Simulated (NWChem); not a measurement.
System: B, doublet

The following NWChem deck was run.

```
start job
memory heap 200 mb stack 900 mb global 1100 mb
geometry units angstroms noautosym nocenter noautoz
  B      0.000000     0.000000     0.000000
end
basis spherical
  B library pcj-1
end
dft
  odft
  mult 2
  xc b3lyp
  iterations 150
end
property
  hyperfine
end
task dft property
```

NWChem printed, in part:

```
             Northwest Computational Chemistry Package (NWChem) 7.3.0
             --------------------------------------------------------

                             Geometry "geometry" -> ""
                             -------------------------

 Output coordinates in angstroms (scale by  1.889725989 to convert to a.u.)

  No.       Tag          Charge          X              Y              Z
 ---- ---------------- ---------- -------------- -------------- --------------
    1 B                    5.0000     0.00000000     0.00000000     0.00000000

 Effective nuclear repulsion energy (a.u.)       0.0000000000

                              NWChem Property Module
                              ----------------------

  itol2e modified to match energy
  convergence criterion.

                                 NWChem DFT Module
                                 -----------------

 Summary of "ao basis" -> "ao basis" (spherical)
 ------------------------------------------------------------------------------
       Tag                 Description            Shells   Functions and Types
 ---------------- ------------------------------  ------  ---------------------
 B                           pcj-1                  11       27   5s4p2d

  itol2e modified to match energy
  convergence criterion.

            General Information
            -------------------
          SCF calculation type: DFT
          Wavefunction type:  spin polarized.
          No. of atoms     :     1
          No. of electrons :     5
           Alpha electrons :     3
            Beta electrons :     2
          Charge           :     0
          Spin multiplicity:     2
          Use of symmetry is: off; symmetry adaption is: off
          Maximum number of iterations: 150
          AO basis - number of functions:    27
                     number of shells:    11
          Convergence on energy requested:  1.00D-07
          Convergence on density requested:  1.00D-05
          Convergence on gradient requested:  5.00D-04

              XC Information
              --------------
                         B3LYP Method XC Potential
                     Hartree-Fock (Exact) Exchange  0.200
                        Slater Exchange Functional  0.800 local
                    Becke 1988 Exchange Functional  0.720 non-local
              Lee-Yang-Parr Correlation Functional  0.810
                  VWN I RPA Correlation Functional  0.190 local

             Grid Information
             ----------------
          Grid used for XC integration:  fine
          Radial quadrature: Mura-Knowles
          Angular quadrature: Lebedev.
          Tag              B.-S. Rad. Rad. Pts. Rad. Cut. Ang. Pts.
          ---              ---------- --------- --------- ---------
          B                   0.85       70           6.0       590
          Grid pruning is: on
          Number of quadrature shells:    70
          Spatial weights used:  Erf1

      Superposition of Atomic Density Guess
      -------------------------------------

 Sum of atomic energies:         -24.52681903

      Non-variational initial energy
      ------------------------------

 Total energy =     -24.351733
 1-e energy   =     -32.359426
 2-e energy   =       8.007693
 HOMO         =       0.008360
 LUMO         =       0.008360

   convergence    iter        energy       DeltaE   RMS-Dens  Diis-err
 ---------------- ----- ----------------- --------- --------- ---------
 d= 0,ls=0.0,diis     1    -24.6331874611 -2.46D+01  1.23D-02  7.70D-02
                                                     3.93D-03  5.67D-02
 d= 0,ls=0.0,diis     2    -24.6548853870 -2.17D-02  3.07D-03  2.17D-03
                                                     4.25D-03  2.61D-03
 d= 0,ls=0.0,diis     3    -24.6567592237 -1.87D-03  8.18D-04  2.65D-04
                                                     2.97D-04  9.69D-05
 d= 0,ls=0.0,diis     4    -24.6569044749 -1.45D-04  8.95D-05  1.34D-06
                                                     1.48D-04  2.70D-06
 d= 0,ls=0.0,diis     5    -24.6569073878 -2.91D-06  4.42D-06  9.79D-09
                                                     2.28D-05  5.53D-08
 d= 0,ls=0.0,diis     6    -24.6569074255 -3.77D-08  1.32D-06  2.11D-10
                                                     7.81D-07  6.34D-11

         Total DFT energy =      -24.656907425477
      One electron energy =      -32.397682217265
           Coulomb energy =       11.635332828854
    Exchange-Corr. energy =       -3.894558037066
 Nuclear repulsion energy =        0.000000000000

 Numeric. integr. density =        4.999999937756

                    DFT Final Alpha Molecular Orbital Analysis
                    ------------------------------------------

 Vector    1  Occ=1.000000D+00  E=-6.858150D+00
              MO Center= -7.6D-17, -1.6D-16, -4.1D-16, r^2= 4.1D-02
   Bfn.  Coefficient  Atom+Function         Bfn.  Coefficient  Atom+Function
  ----- ------------  ---------------      ----- ------------  ---------------
     2      0.612843  1 B  s                  3      0.439757  1 B  s
     1      0.046002  1 B  s                  4      0.033577  1 B  s

 Vector    2  Occ=1.000000D+00  E=-3.942410D-01
              MO Center= -1.5D-14, -6.9D-16, -8.3D-14, r^2= 1.3D+00
   Bfn.  Coefficient  Atom+Function         Bfn.  Coefficient  Atom+Function
  ----- ------------  ---------------      ----- ------------  ---------------
     5      0.579439  1 B  s                  4      0.543846  1 B  s
     3     -0.197478  1 B  s                  2     -0.158080  1 B  s

 Vector    3  Occ=1.000000D+00  E=-1.875167D-01
              MO Center=  6.0D-15, -2.2D-14, -2.1D-15, r^2= 1.7D+00
   Bfn.  Coefficient  Atom+Function         Bfn.  Coefficient  Atom+Function
  ----- ------------  ---------------      ----- ------------  ---------------
    13      0.476584  1 B  py                16      0.420189  1 B  py
    10      0.204372  1 B  py                12     -0.168859  1 B  px
    15     -0.148877  1 B  px                14     -0.110133  1 B  pz
    17     -0.097101  1 B  pz                 9     -0.072411  1 B  px
    11     -0.047228  1 B  pz                 7      0.038906  1 B  py

 Vector    4  Occ=0.000000D+00  E=-9.699374D-02
              MO Center=  1.3D-14,  1.4D-15, -8.1D-15, r^2= 2.0D+00
   Bfn.  Coefficient  Atom+Function         Bfn.  Coefficient  Atom+Function
  ----- ------------  ---------------      ----- ------------  ---------------
    15      0.511358  1 B  px                12      0.431040  1 B  px
     9      0.184362  1 B  px                16      0.182333  1 B  py
    13      0.153695  1 B  py                10      0.065738  1 B  py
     6      0.036326  1 B  px

 Vector    5  Occ=0.000000D+00  E=-9.699363D-02
              MO Center= -6.7D-15,  1.3D-14,  7.4D-14, r^2= 2.0D+00
   Bfn.  Coefficient  Atom+Function         Bfn.  Coefficient  Atom+Function
  ----- ------------  ---------------      ----- ------------  ---------------
    17      0.530454  1 B  pz                14      0.447137  1 B  pz
    11      0.191247  1 B  pz                16      0.107203  1 B  py
    13      0.090365  1 B  py                15     -0.043405  1 B  px
    10      0.038650  1 B  py                 8      0.037682  1 B  pz
    12     -0.036587  1 B  px

 Vector    6  Occ=0.000000D+00  E= 2.285305D-01
              MO Center=  1.8D-14, -5.3D-14,  9.0D-15, r^2= 4.0D+00
   Bfn.  Coefficient  Atom+Function         Bfn.  Coefficient  Atom+Function
  ----- ------------  ---------------      ----- ------------  ---------------
    16      1.032086  1 B  py                13     -0.768450  1 B  py
    15     -0.365674  1 B  px                12      0.272266  1 B  px
    17     -0.238505  1 B  pz                14      0.177581  1 B  pz
    10     -0.166876  1 B  py                 9      0.059125  1 B  px
     7     -0.041293  1 B  py                11      0.038563  1 B  pz

                     DFT Final Beta Molecular Orbital Analysis
                     -----------------------------------------

[...]

          ----------------------
          Hyperfine Interactions
          ----------------------

 Total Spin Density (Fermi Contact Term)
 ------------------ --------------------
     Atom            x         y         z       Density (a.u.)      Aiso(MHz)     Aiso(Gauss)
     1  11-B      0.00000   0.00000   0.00000       0.015580         22.346934       7.973928

           -------------------------------------------
           Anisotropic Interaction (Spin-Dipolar Term)
           -------------------------------------------

 ------------------------------------------------------------
     Atom            x         y         z
 ------------------------------------------------------------
     1  11-B      0.00000   0.00000   0.00000

   Spin-Dipolar term (a.u.)
        xx             yy             zz             xy             xz             yz
 ------------------------------------------------------------------------------------------
      -0.247069       0.560776      -0.313707      -0.327317       0.075639      -0.213484

   Principal Comp. of -hf- tensor (au)            Anisotropic -hfcc- (MHz)               Anisotropic -hfcc- (Gauss)
 --------------------------------------------------------------------------------------------------------------------------
     -0.363041     0.726081    -0.363041     -62.157902   124.315827   -62.157925     -22.179448    44.358903   -22.179456

   Orientation of the principal axis of Hyperfine Tensor w.r.t absolute (molecular) frame
 --------------------------------------------------------------------------------------------------------------------------
      0.929564    -0.326315    -0.171550
      0.353519     0.920989     0.163716
      0.104572    -0.212830     0.971477
```

Level: B3LYP/pcJ-1, spin-unrestricted, contact and dipolar terms. The open p shell is one determinant without spherical averaging. No stability test was run on the SCF state.
